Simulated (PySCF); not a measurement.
# Ionisation energy of Mg by level of theory

Mg [Ne] 3s2 (1S) → Mg⁺ [Ne] 3s1 (2S), as a difference of total energies. Calculation: PySCF 2.14, in x2c-QZVPPall; scalar relativity by spin-free X2C-1e. Correlated levels: valence and next inner shell: 1s2 frozen. The calculations carry no spin-orbit coupling.

```tsv
method	ionisation energy (eV)
UHF	6.615
MP2 (valence and next inner shell)	7.389
SCS-MP2 (valence and next inner shell)	7.488
CCSD (valence and next inner shell)	7.583
CCSD(T) (valence and next inner shell)	7.618
```

Errors of the correlated levels include the incompleteness of this basis and the frozen core.

Problem. Which method comes closest to the reference value, and which is furthest?

Solution. The reference is 7.646 eV (measured; NIST Atomic Spectra Database, ionization energies). Closest: CCSD(T) (valence and next inner shell) (error -0.028 eV); furthest: UHF (error -1.031 eV).
